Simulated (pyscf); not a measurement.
H₂N–NH–GeH: [singlet] + hydrogen (H₂) → H₂N–NH₂ + germylene (GeH₂) [singlet] (four-centre exchange; singlet surface; Ge–N, H–H broken, H–N, Ge–H formed). PySCF, gas phase, ωB97X-D3(BJ)/def2-SVP geometries. Energies in kJ/mol from the separated reactants.

```csv
level,barrier,reaction energy
ωB97X-D3(BJ)/def2-TZVP,[?],[?]
PBE/def2-TZVP,93.3,+79.0
PBE0-D3(BJ)/def2-TZVP,94.8,+70.3
M06-2X/def2-TZVP,114.7,+77.1
ωB97M-D3(BJ)/def2-TZVP,[?],+65.2
HF/def2-TZVP,157.3,+31.3
```

Complete the blanks.


- ωB97X-D3(BJ)/def2-TZVP, barrier: 110.8
- ωB97X-D3(BJ)/def2-TZVP, reaction energy: +73.2
- ωB97M-D3(BJ)/def2-TZVP, barrier: 110.1

The functionals in the table span 21.4 kJ/mol in this barrier, from PBE to M06-2X. On the product side the descent ends in an adduct with a Ge–N contact, 122.4 kJ/mol under the separated species and 160.0 kJ/mol under the saddle at ωB97X-D3(BJ)/def2-TZVP. What is counted as broken (Ge–N) persists as a longer contact in the product adduct; parting that adduct is a step of its own. At the saddle there is also a short Ge–H contact that neither side keeps. One saddle was located; it need not be the lowest between these sides. Elements up to Kr have no core potential and no relativistic terms here.
